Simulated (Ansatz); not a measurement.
A nudged elastic band was laid between two geometries of H2 + H6Si2 (10 atoms, charge 0, multiplicity 1).

Method: RKS B3LYP-D4/def2-SVP (Ansatz).

```
movable images  : 7
climbing image  : yes
spring          : 5.0 eV/Å²
optimiser       : quadratic models (default)
start path      : through a guess of the saddle point
force threshold : 0.05 eV/Å
iteration limit : 60
end points      : relaxed
```

Initial state:

```xyz
10
Properties=species:S:1:pos:R:3
Si 0.429 -0.159 0.089
Si 0.324 -0.122 2.439
H -0.989 -0.643 2.921
H 1.410 -0.973 3.011
H 0.498 1.274 2.941
H 1.801 0.213 -0.369
H -0.545 0.807 -0.500
H 0.112 -1.527 -0.420
H -3.029 0.768 0.800
H -3.145 0.362 1.432
```

Final state:

```xyz
10
Properties=species:S:1:pos:R:3
Si -0.403 0.205 -0.768
Si -0.223 -0.205 3.238
H -0.650 -0.616 4.605
H 0.791 -1.167 2.721
H 0.364 1.163 3.286
H 0.526 0.845 0.207
H 0.048 0.518 -2.156
H -0.397 -1.271 -0.562
H -1.781 0.733 -0.561
H -1.407 -0.205 2.334
```

Q: Which bonds break or form, and what moves?

A: Bonds broken: Si1–Si2, H9–H10. Bonds formed: Si1–H9, Si2–H10. H2 + H6Si2 becomes H4Si + H4Si.

Q: Give the energies along the band, and the barrier.

A: It converged. The highest image is number 4 of 0 to 8, 3.04 eV above the first end and 3.35 eV above the last; the last end lies 0.30 eV below the first. Neighbouring images differ by up to 2.6 eV, so the band resolves the path poorly. A vibrational analysis at the climbing image gives one clearly imaginary mode, 1679i cm⁻¹: a first-order saddle point. The orbitals stay closed-shell, which can raise the energy where a bond breaks towards radicals; this wasn't checked here.

```
image  path coordinate (Å)  energy (eV)  Si1–Si2 (Å)  H9–H10 (Å)  Si1–H9 (Å)
    0                 0.00         0.00         2.35        0.76        3.65
    1                 1.03         0.00         2.35        0.76        3.68
    2                 2.06         0.02         2.36        0.76        3.04
    3                 3.09         0.59         2.39        0.77        2.41
    4                 4.11         3.04         2.70        1.15        1.75
    5                 5.28         0.44         3.33        1.74        1.49
    6                 6.45        -0.25         3.94        2.40        1.49
    7                 7.62        -0.29         4.11        2.95        1.49
    8                 8.79        -0.30         4.03        3.07        1.49
```

Q: What is the geometry of the highest image?

A: 
```xyz
10
Properties=species:S:1:pos:R:3
Si -0.289 0.036 -0.022
Si -0.092 -0.012 2.670
H -1.138 -0.189 3.728
H 0.904 -1.119 2.754
H 0.586 1.304 2.845
H 1.203 0.216 0.266
H -0.643 1.308 -0.718
H -0.342 -1.287 -0.708
H -1.998 -0.157 0.297
H -1.325 -0.101 1.231
```

The band took 21 iterations and about 2.7 core-minutes.

Run time: 2.7 min on 1 thread of Intel(R) Xeon(R) 6975P-C (Granite Rapids) (shared host), peak memory 0.18 GiB.
